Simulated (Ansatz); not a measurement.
Structure relaxation of Cr3Co

Level of theory: Ansatz, DFT PBE, scalar-relativistic, plane waves, PAW. Cutoff 420 eV, Γ-centred k mesh, Gaussian smearing, no spin polarisation in the final step.

Cr3Co was placed on the Cu3Au (L1_2) structure type (Pm-3m, No. 221), with Co in place of Au, Cr in place of Cu, at a guessed volume.

```
Cr Co
1.0
     3.53506    0.00000    0.00000
     0.00000    3.53506    0.00000
     0.00000    0.00000    3.53506
Cr Co
3 1
Direct
  0.00000 0.50000 0.50000
  0.50000 0.00000 0.50000
  0.50000 0.50000 0.00000
  0.00000 0.00000 0.00000
```

Cell and atoms relax at zero pressure; the relaxation can't lower the symmetry of the start. After a coarse first stage the cell is made exact in the group found at 0.06 Å.

Energies over the elements count from the elements' standard structures at the same level, with no empirical corrections.

(1) Describe the relaxed structure.

(2) What are its volume, energy, density and gap?

Results:

(1) It keeps Pm-3m (No. 221). The result has the Cu3Au (L1_2) structure. Conventional cell: a = 3.565 Å. Cr has 4 Co at 2.52 Å and 8 Cr at 2.52 Å; Co has 12 Cr at 2.52 Å.

Space group Pm-3m (No. 221). a = 3.565 Å, b = 3.565 Å, c = 3.565 Å, α = 90.00°, β = 90.00°, γ = 90.00°
```json
{"atom": "Cr", "site": "3c", "symmetry": "4/mm.m", "x": "0.0000", "y": "0.5000", "z": "0.5000"}
{"atom": "Co", "site": "1a", "symmetry": "m-3m", "x": "0.0000", "y": "0.0000", "z": "0.0000"}
```

(2) The volume per atom is 11.33 Å³ and the density is 7.87 g/cm³. The energy over the elements is 0.19 eV/atom. The gap on the 14×14×14 mesh is 0 eV (a metal).

The final run used a 14×14×14 mesh on its 4-atom cell and 0.10 eV smearing. The k mesh leaves about 4 meV/atom of noise in metals. Symmetry constrained the relaxation, so the result can be a saddle point. The steps took of the order of 40 core-seconds in all.

Cost: 3 runs of about 0.71 core-minutes in all, on Arm Neoverse V2 (shared hosts).